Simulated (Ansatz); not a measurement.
Equilibrium lattice constant a (Å) of solids drawn from the class of elemental solids other than molecular ones, at two levels: r²SCAN (Ansatz, a quantum-chemistry and plane-wave program, PAW), and HSE06 in Ansatz (PAW).

| solid | r²SCAN | HSE06 | shift (%) |
|---|---|---|---|
| diamond | 3.560 | 3.546 | -0.39 |
| fcc Ca | 5.568 | 5.591 | +0.41 |
| bcc Ba | 5.070 | 5.123 | +1.05 |
| bcc W | 3.169 | 3.163 | -0.19 |
| bcc Na | 4.223 | 4.225 | +0.05 |
| bcc Nb | 3.303 | 3.296 | -0.21 |
| bcc Li | 3.477 | 3.463 | -0.40 |
| fcc Rh | 3.800 | 3.779 | -0.55 |
| fcc Pt | 3.940 | 3.926 | -0.36 |
| fcc Al | 3.992 | 4.019 | +0.68 |

The shifts run from -0.55 % to +1.05 %, with a median of -0.20 %.

Over all 10 rows HSE06 is the larger in 4.

Ansatz's runs of these crystals have no spin polarisation. Meta-GGA and hybrid levels favour moments, which can bear on fcc Rh, fcc Pt.

Spin–orbit coupling is left out, also for the solids with elements from indium on (bcc Ba, bcc W, fcc Pt); its size isn't shown.

Ansatz's density-functional and Hartree–Fock values are scalar-relativistic unless marked +SOC, with PAW data made under PBE.
